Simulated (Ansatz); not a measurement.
# BH3S: the cost of one run

The runs use Ansatz 0.2.0, Gaussian basis; PBE0-D4/def2-TZVP structures, single points in def2-TZVPP, no counterpoise correction.

Levels: SPW92, PBE-D4, BLYP-D4, r2SCAN-D4, B97M-V, PBE0-D4, B3LYP-D4, r2SCAN0-D4, BHLYP-D4, CAM-B3LYP-D4, wB97X-V, wB97M-V, B2PLYP, PBE-QIDH, RPA on PBE, Hartree-Fock, MP2, CCSD, CCSD(T).

Correlated methods freeze the cores. B3LYP uses VWN-RPA correlation. B2PLYP carries no dispersion term here.

78 further runs of the same task are left out: 78 set aside as unsound or not needed.

## Step 1: Starting geometry

The complex: 7 atoms, charge 0, spin multiplicity 1.

Atoms are counted from 1 here; the program's logs count them from 0.

Bond lengths: B1–H3 1.190 Å, B1–H4 1.188 Å, B1–S6 1.778 Å, F2–H5 0.930 Å, S6–H7 1.345 Å. Angles: H3–B1–H4 123.5°, H3–B1–S6 115.5°, H4–B1–S6 121.0°, B1–S6–H7 99.4°.

Coordinates:

```xyz
7

B    -0.8814    0.0766    0.7255
F     1.0765   -1.3591   -1.8653
H    -1.1009   -0.9675    1.2520
H    -1.7256    0.7572    0.2396
H     1.1065   -0.8302   -1.1010
S     0.8224    0.5837    0.7131
H     0.7025    1.7393    0.0361
```

Its parts: BH₃S holds atoms 1, 3, 4, 6, 7; HF holds atoms 2, 5. Each part counts its atoms afresh in its own runs.

## Step 2: Relaxing BH₃S alone

Contents of relax-a/in.yaml:

```yaml
crystal:
  periodic: [false, false, false]
  atoms:
    - {symbol: B, position_ang: [-0.881365, 0.076588, 0.725491]}
    - {symbol: H, position_ang: [-1.100930, -0.967477, 1.251978]}
    - {symbol: H, position_ang: [-1.725635, 0.757163, 0.239626]}
    - {symbol: S, position_ang: [0.822367, 0.583684, 0.713120]}
    - {symbol: H, position_ang: [0.702519, 1.739330, 0.036083]}
basis:
  gaussian: {orbitals: def2-TZVP}
hamiltonian: {xc: pbe0, dispersion: d4}
relax: {f_tol: 0.005, max_steps: 200}
```

Launch:

```
ansatz run in.yaml --threads 2 --pin off --events-out ev --progress --plain --max-ram 4352MiB
```

**Question.** How long does this run take on 2 threads of Arm Neoverse V1, shared host?

About 6.5 s.
